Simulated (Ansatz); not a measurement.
Relaxation of AlBH$_{4}$O (7 atoms, charge 0, multiplicity 1), to a largest force component of 0.015 eV/Å in at most 40 steps.

Method: RKS PBE-D4/def2-SVP in Ansatz 0.2.0.

```xyz
7
Properties=species:S:1:pos:R:3
O -1.651 0.265 -0.655
B -0.254 0.195 -0.792
Al 0.889 0.001 0.885
H -1.954 -0.613 -0.714
H 0.259 0.223 -1.875
H 2.475 -0.134 0.804
H 0.178 -0.043 2.379
```

Q: Where does it end, and by what steps?

A: It converged. After 19 steps the energy has fallen by 1.138 eV; H7 moved furthest, 1.04 Å.

| step | energy less start (eV) | largest force component (eV/Å) | accepted |
| --- | --- | --- | --- |
| 0 | 0.0000 | 2.338 | yes |
| 1 | -0.2703 | 0.743 | yes |
| 2 | -0.4197 | 2.517 | yes |
| 3 | -0.6076 | 2.574 | yes |
| 4 | -0.9742 | 1.120 | yes |
| 5 | -1.0695 | 0.552 | yes |
| 6 | -1.0753 | 0.152 | yes |
| 7 | -1.0965 | 0.126 | yes |
| 8 | -1.0958 | 0.591 | no |
| 9 | -1.1063 | 0.073 | yes |
| 10 | -1.1139 | 0.128 | yes |
| 11 | -1.1170 | 0.377 | yes |
| 12 | -1.1112 | 0.348 | no |
| 13 | -1.1305 | 0.094 | yes |
| 14 | -1.1357 | 0.024 | yes |
| 15 | -1.1363 | 0.147 | yes |
| 16 | -1.1375 | 0.090 | yes |
| 17 | -1.1375 | 0.090 | yes |
| 18 | -1.1376 | 0.038 | yes |
| 19 | -1.1378 | 0.014 | yes |

```xyz
7
Properties=species:S:1:pos:R:3
O -1.432 -0.709 -0.712
B -0.386 0.164 -0.631
Al 0.966 0.019 1.034
H -1.988 -0.564 -1.502
H -0.259 1.009 -1.522
H 2.314 -0.862 0.963
H 0.726 0.836 2.403
```

Run time: 52 s on 1 thread of Arm Neoverse N1, with other jobs on the host, peak memory 0.12 GiB.
